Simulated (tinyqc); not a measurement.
Worked calculation: RKS/LDA (VWN5) in the sto-6g basis, for H2O, spin multiplicity 1. One step of it, computed by the program tinyqc.

Task: Iteration 1: building the Kohn-Sham matrix. J_ij = sum D_kl (ij|kl); F = H + J + V_xc; E = tr D H + tr D J / 2 + E_xc + E_nn.

D at the start:
```
            1O 1s      1O 2s    1O 2px     1O 2py     1O 2pz      2H 1s      3H 1s
1O 1s    2.120395  -0.534356  0.000000   0.000000  -0.027975   0.055403   0.055403
1O 2s   -0.534356   2.365546  0.000000   0.000000   0.160936  -0.235335  -0.235335
1O 2px   0.000000   0.000000  2.000000   0.000000   0.000000   0.000000   0.000000
1O 2py   0.000000   0.000000  0.000000   2.157582   0.000000  -0.223601   0.223601
1O 2pz  -0.027975   0.160936  0.000000   0.000000   2.100514  -0.169103  -0.169103
2H 1s    0.055403  -0.235335  0.000000  -0.223601  -0.169103   0.057806   0.011460
3H 1s    0.055403  -0.235335  0.000000   0.223601  -0.169103   0.011460   0.057806
```

core Hamiltonian H = T + V (hartree):
```
             1O 1s      1O 2s     1O 2px     1O 2py     1O 2pz      2H 1s      3H 1s
1O 1s   -32.790131  -7.245862   0.000000   0.000000  -0.012874  -0.927917  -0.927917
1O 2s    -7.245862  -9.014699   0.000000   0.000000  -0.151346  -2.286025  -2.286025
1O 2px    0.000000   0.000000  -7.280820   0.000000   0.000000   0.000000   0.000000
1O 2py    0.000000   0.000000   0.000000  -7.358539   0.000000  -1.326901   1.326901
1O 2pz   -0.012874  -0.151346   0.000000   0.000000  -7.337473  -1.168792  -1.168792
2H 1s    -0.927917  -2.286025   0.000000  -1.326901  -1.168792  -4.147724  -0.794980
3H 1s    -0.927917  -2.286025   0.000000   1.326901  -1.168792  -0.794980  -4.147724
```

Two-electron integrals (ij|kl) in chemists' order, unique and non-zero (hartree):
```
(11|11) 4.787491    (21|11) 0.675884    (21|21) 0.121505    (22|11) 1.117379
(22|21) 0.249212    (22|22) 0.817383    (31|31) 0.025762    (32|31) 0.039145
(32|32) 0.180664    (33|11) 1.117381    (33|21) 0.249212    (33|22) 0.817382
(33|33) 0.880663    (41|41) 0.025762    (42|41) 0.039145    (42|42) 0.180664
(43|43) 0.047461    (44|11) 1.117381    (44|21) 0.249212    (44|22) 0.817382
(44|33) 0.785741    (44|44) 0.880663    (51|51) 0.025762    (52|51) 0.039145
(52|52) 0.180664    (53|53) 0.047461    (54|54) 0.047461    (55|11) 1.117381
(55|21) 0.249212    (55|22) 0.817382    (55|33) 0.785741    (55|44) 0.785741
(55|55) 0.880663    (61|11) 0.091366    (61|21) 0.015759    (61|22) 0.031670
(61|33) 0.031603    (61|41) 0.000588    (61|42) 0.001157    (61|44) 0.031719
(61|51) 0.000502    (61|52) 0.000987    (61|54) 0.000099    (61|55) 0.031687
(61|61) 0.002083    (62|11) 0.246028    (62|21) 0.055758    (62|22) 0.205564
(62|33) 0.202016    (62|41) 0.003412    (62|42) 0.026296    (62|44) 0.208172
(62|51) 0.002913    (62|52) 0.022451    (62|54) 0.005255    (62|55) 0.206503
(62|61) 0.007288    (62|62) 0.067464    (63|31) 0.005870    (63|32) 0.034091
(63|43) 0.005295    (63|53) 0.004521    (63|63) 0.008975    (64|11) 0.143917
(64|21) 0.033047    (64|22) 0.129835    (64|33) 0.124215    (64|41) 0.007584
(64|42) 0.049325    (64|44) 0.138432    (64|51) 0.001463    (64|52) 0.013007
(64|54) 0.007618    (64|55) 0.126859    (64|61) 0.004494    (64|62) 0.051761
(64|64) 0.048155    (65|11) 0.122875    (65|21) 0.028216    (65|22) 0.110852
(65|33) 0.106053    (65|41) 0.001463    (65|42) 0.013007    (65|44) 0.109150
(65|51) 0.007119    (65|52) 0.045196    (65|54) 0.007939    (65|55) 0.117352
(65|61) 0.003837    (65|62) 0.044193    (65|64) 0.033452    (65|65) 0.037535
(66|11) 0.424111    (66|21) 0.097879    (66|22) 0.414721    (66|33) 0.399545
(66|41) 0.006913    (66|42) 0.074918    (66|44) 0.425878    (66|51) 0.005902
(66|52) 0.063964    (66|54) 0.022483    (66|55) 0.418740    (66|61) 0.012879
(66|62) 0.182122    (66|64) 0.158908    (66|65) 0.135674    (66|66) 0.774999
(71|11) 0.091366    (71|21) 0.015759    (71|22) 0.031670    (71|33) 0.031603
(71|41) -0.000588   (71|42) -0.001157   (71|44) 0.031719    (71|51) 0.000502
(71|52) 0.000987    (71|54) -0.000099   (71|55) 0.031687    (71|61) 0.002054
(71|62) 0.007056    (71|64) 0.004002    (71|65) 0.003719    (71|66) 0.012376
(71|71) 0.002083    (72|11) 0.246028    (72|21) 0.055758    (72|22) 0.205564
(72|33) 0.202016    (72|41) -0.003412   (72|42) -0.026296   (72|44) 0.208172
(72|51) 0.002913    (72|52) 0.022451    (72|54) -0.005255   (72|55) 0.206503
(72|61) 0.007056    (72|62) 0.053431    (72|64) 0.028675    (72|65) 0.034083
(72|66) 0.115567    (72|71) 0.007288    (72|72) 0.067464    (73|31) 0.005870
(73|32) 0.034091    (73|43) -0.005295   (73|53) 0.004521    (73|63) 0.006841
(73|73) 0.008975    (74|11) -0.143917   (74|21) -0.033047   (74|22) -0.129835
(74|33) -0.124215   (74|41) 0.007584    (74|42) 0.049325    (74|44) -0.138432
(74|51) -0.001463   (74|52) -0.013007   (74|54) 0.007618    (74|55) -0.126859
(74|61) -0.004002   (74|62) -0.028675   (74|64) -0.009065   (74|65) -0.017951
(74|66) -0.057571   (74|71) -0.004494   (74|72) -0.051761   (74|74) 0.048155
(75|11) 0.122875    (75|21) 0.028216    (75|22) 0.110852    (75|33) 0.106053
(75|41) -0.001463   (75|42) -0.013007   (75|44) 0.109150    (75|51) 0.007119
(75|52) 0.045196    (75|54) -0.007939   (75|55) 0.117352    (75|61) 0.003719
(75|62) 0.034083    (75|64) 0.017951    (75|65) 0.028196    (75|66) 0.079961
(75|71) 0.003837    (75|72) 0.044193    (75|74) -0.033452   (75|75) 0.037535
(76|11) 0.077239    (76|21) 0.017715    (76|22) 0.071611    (76|33) 0.069863
(76|44) 0.071068    (76|51) 0.001388    (76|52) 0.013077    (76|55) 0.073901
(76|61) 0.002293    (76|62) 0.023987    (76|64) 0.016052    (76|65) 0.017677
(76|66) 0.070450    (76|71) 0.002293    (76|72) 0.023987    (76|74) -0.016052
(76|75) 0.017677    (76|76) 0.011177    (77|11) 0.424111    (77|21) 0.097879
(77|22) 0.414721    (77|33) 0.399545    (77|41) -0.006913   (77|42) -0.074918
(77|44) 0.425878    (77|51) 0.005902    (77|52) 0.063964    (77|54) -0.022483
(77|55) 0.418740    (77|61) 0.012376    (77|62) 0.115567    (77|64) 0.057571
(77|65) 0.079961    (77|66) 0.280836    (77|71) 0.012879    (77|72) 0.182122
(77|74) -0.158908   (77|75) 0.135674    (77|76) 0.070450    (77|77) 0.774999
```

nuclear repulsion = 7.15448151 hartree

V_xc (hartree):
```
            1O 1s      1O 2s     1O 2px     1O 2py     1O 2pz      2H 1s      3H 1s
1O 1s   -2.950938  -0.388529   0.000000   0.000000  -0.000849  -0.053685  -0.053685
1O 2s   -0.388529  -0.838911   0.000000   0.000000  -0.000221  -0.177783  -0.177783
1O 2px   0.000000   0.000000  -0.839719   0.000000   0.000000   0.000000   0.000000
1O 2py   0.000000   0.000000   0.000000  -0.838398   0.000000  -0.100510   0.100510
1O 2pz  -0.000849  -0.000221   0.000000   0.000000  -0.838579  -0.085368  -0.085368
2H 1s   -0.053685  -0.177783   0.000000  -0.100510  -0.085368  -0.199394  -0.046353
3H 1s   -0.053685  -0.177783   0.000000   0.100510  -0.085368  -0.046353  -0.199394
```

E_xc = sum of w rho eps_xc = -9.71345356 hartree

Give: Coulomb J; Kohn-Sham matrix F; total energy of this density.

Result:

Coulomb J (hartree):
```
         1O 1s  1O 2s  1O 2px  1O 2py  1O 2pz  2H 1s   3H 1s
1O 1s   18.693  3.366   0.000   0.000   0.003  0.439   0.439
1O 2s    3.366  8.824   0.000   0.000   0.001  2.142   2.142
1O 2px   0.000  0.000   8.825   0.000   0.000  0.000   0.000
1O 2py   0.000  0.000   0.000   8.823   0.000  1.328  -1.328
1O 2pz   0.003  0.001   0.000   0.000   8.823  1.133   1.133
2H 1s    0.439  2.142   0.000   1.328   1.133  4.149   0.727
3H 1s    0.439  2.142   0.000  -1.328   1.133  0.727   4.149
```

Kohn-Sham matrix F (hartree):
```
          1O 1s   1O 2s  1O 2px  1O 2py  1O 2pz   2H 1s   3H 1s
1O 1s   -17.049  -4.268   0.000   0.000  -0.011  -0.542  -0.542
1O 2s    -4.268  -1.030   0.000   0.000  -0.151  -0.321  -0.321
1O 2px    0.000   0.000   0.705   0.000   0.000   0.000   0.000
1O 2py    0.000   0.000   0.000   0.626   0.000  -0.100   0.100
1O 2pz   -0.011  -0.151   0.000   0.000   0.647  -0.122  -0.122
2H 1s    -0.542  -0.321   0.000  -0.100  -0.122  -0.198  -0.115
3H 1s    -0.542  -0.321   0.000   0.100  -0.122  -0.115  -0.198
```

total energy of this density = -73.76381 hartree
